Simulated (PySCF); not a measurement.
allene cation (C3H4), SMILES C=C=C (connectivity only; charge and spin as stated), charge +1, multiplicity 2. Atoms are numbered in the order given.

```xyz
7

C     -1.3107     0.0000     0.0000
C      0.0000     0.0000     0.0000
C      1.3107     0.0000     0.0000
H     -1.8727     0.8504    -0.3894
H     -1.8727    -0.8504     0.3894
H      1.8727    -0.8504    -0.3894
H      1.8727     0.8504     0.3894
```
Charge +1, spin multiplicity 2.

Geometry: B3LYP-D3(BJ)/def2-TZVP. The spin state was assumed, not searched.

Level of theory: TDA-PBE/def2-SVPD in PySCF 2.14.0.

Vertical excitations. Gas-phase values at a fixed geometry.

Computed UV-visible absorptions:
```csv
state,energy (eV),λ (nm),f,main pairs
root 1,2.51,493,0.006,β HOMO→LUMO 95 %
root 2,3.62,343,0.000,α HOMO→LUMO 95 %
root 3,4.90,253,0.001,"α HOMO−1→LUMO 42 %, β HOMO→LUMO+1 49 %"
root 4,5.24,236,0.008,β HOMO−1→LUMO 85 %
root 5,5.86,212,0.005,"α HOMO→LUMO+1 55 %, α HOMO−1→LUMO 34 %, β HOMO→LUMO+1 10 %"
root 6,6.01,206,0.000,β HOMO−2→LUMO 95 %
root 7,6.07,204,0.006,β HOMO−3→LUMO 99 %
root 8,7.18,173,0.000,"α HOMO−1→LUMO+1 49 %, β HOMO→LUMO+2 48 %"
root 9,7.54,164,0.006,β HOMO−4→LUMO 96 %
root 10,7.86,158,0.011,"α HOMO−2→LUMO 79 %, β HOMO−1→LUMO+1 16 %"
```
Unrestricted roots are not spin-pure.
